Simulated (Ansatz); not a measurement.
# C5H9F: the cost of one run

Method: the settings change from run to run; program: Ansatz 0.2.0, Gaussian basis.

### 1 The molecule

The geometry comes from an earlier relaxation with PBE0-D4 in a triple-zeta def2 set; it is a stationary point, not always the lowest conformer.

SMILES `FC1CCCC1`, 15 atoms, charge 0, spin multiplicity 1.

Atoms are counted from 1 here; the program's logs count them from 0.

Bond lengths: F1–C2 1.398 Å, C2–C3 1.527 Å, C2–C6 1.515 Å, C2–H7 1.093 Å, C3–C4 1.543 Å, C3–H8 1.091 Å, C3–H9 1.092 Å, C4–C5 1.531 Å, C4–H10 1.094 Å, C4–H11 1.091 Å, C5–C6 1.525 Å, C5–H12 1.091 Å, C5–H13 1.093 Å, C6–H14 1.091 Å, C6–H15 1.096 Å. Angles: F1–C2–C3 109.0°, F1–C2–C6 108.5°, F1–C2–H7 106.2°, C3–C2–C6 105.2°, C3–C2–H7 113.7°, C6–C2–H7 114.1°, C2–C3–C4 106.2°, C2–C3–H8 108.7°, C2–C3–H9 110.5°, C4–C3–H8 112.8°, C4–C3–H9 111.6°, H8–C3–H9 107.1°, C3–C4–C5 105.2°, C3–C4–H10 110.0°, C3–C4–H11 112.5°, C5–C4–H10 109.8°, C5–C4–H11 112.5°, H10–C4–H11 106.9° and more.

### 2 B97/def2-TZVPP

Set apart from the defaults: charge -1, multiplicity 2, restricted open-shell orbitals, the search for lower states set to full.

in.yaml

```yaml
crystal:
  periodic: [false, false, false]
  atoms:
    - {symbol: F, position_ang: [-1.982121, 0.263202, 0.836131]}
    - {symbol: C, position_ang: [-1.220970, 0.036610, -0.313946]}
    - {symbol: C, position_ang: [-0.383120, -1.224121, -0.115576]}
    - {symbol: C, position_ang: [1.025845, -0.744186, 0.289910]}
    - {symbol: C, position_ang: [0.888213, 0.764184, 0.515213]}
    - {symbol: C, position_ang: [-0.217968, 1.163169, -0.455248]}
    - {symbol: H, position_ang: [-1.932017, -0.033209, -1.140790]}
    - {symbol: H, position_ang: [-0.856494, -1.841524, 0.649671]}
    - {symbol: H, position_ang: [-0.358531, -1.814927, -1.033693]}
    - {symbol: H, position_ang: [1.733146, -0.933591, -0.522319]}
    - {symbol: H, position_ang: [1.407382, -1.264785, 1.169592]}
    - {symbol: H, position_ang: [1.821496, 1.306058, 0.351992]}
    - {symbol: H, position_ang: [0.562372, 0.968292, 1.538790]}
    - {symbol: H, position_ang: [-0.670743, 2.136027, -0.257155]}
    - {symbol: H, position_ang: [0.161509, 1.168001, -1.483272]}
basis:
  gaussian: {orbitals: def2-TZVPP}
total_charge: -1
magnetization: {spin_polarized: false, initial_magnetization: 1}
hamiltonian: {xc: {name: B97}}
scf: {lower_state_search: full}
output: {forces: true}
```

Run with:

```bash
ansatz run in.yaml --threads 4 --pin off --events-out ev --progress --plain --max-ram 11315MiB
```

**Question.** How long does this run take on 4 threads of Arm Neoverse V1, shared host, and how much memory does it need?

About 84 s, with a peak of 1.4 GiB.
